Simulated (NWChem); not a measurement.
System: dimethylamine (C$_{2}$H$_{7}$N); SMILES CNC

```xyz
10

C      0.2175    -0.0019    -1.2072
N     -0.5606     0.0979     0.0000
C      0.2175    -0.0019     1.2072
H      0.8340    -0.9260    -1.2887
H      0.9122     0.8523    -1.2782
H     -0.4402     0.0427    -2.0887
H     -1.2984    -0.6010     0.0000
H      0.8340    -0.9260     1.2887
H     -0.4402     0.0427     2.0887
H      0.9122     0.8523     1.2782
```
Atoms are numbered in this order, from 1.

Program: NWChem. Medium grid unless said otherwise, to which SCAN and Minnesota functionals are sensitive. Structure relaxed at the PBE0/def2-SVP level. Total energies of different functionals are on different scales.

```tsv
level	energy (Ha)	highest occupied level (eV)	orbital gap (eV)	dipole (D)	relative time
LDA (Slater exchange, VWN5)/def2-TZVPD	-133.9914	-5.05	4.77	0.89	1
PBE/def2-TZVPD	-135.0277	-4.98	4.75	0.86	1
BLYP/def2-TZVPD	-135.1423	-4.91	4.65	0.86	1
TPSS/def2-TZVPD	-135.2370	-5.08	5.04	0.87	2
r2SCAN/def2-TZVPD	-135.1259	-5.23	5.78	0.89	2
B3LYP/def2-TZVPD	-135.2223	-6.18	6.30	0.91	2
PBE0/def2-TZVPD	-135.0476	-6.38	6.79	0.92	1
M06-2X/def2-TZVPD	-135.1419	-7.79	8.35	0.95	2
CAM-B3LYP/def2-TZVPD	-135.1406	-7.81	8.78	0.96	20
Hartree-Fock/def2-TZVPD	-134.2938	-9.94	12.01	1.01	1
```

Times are rough ratios from one shared machine.
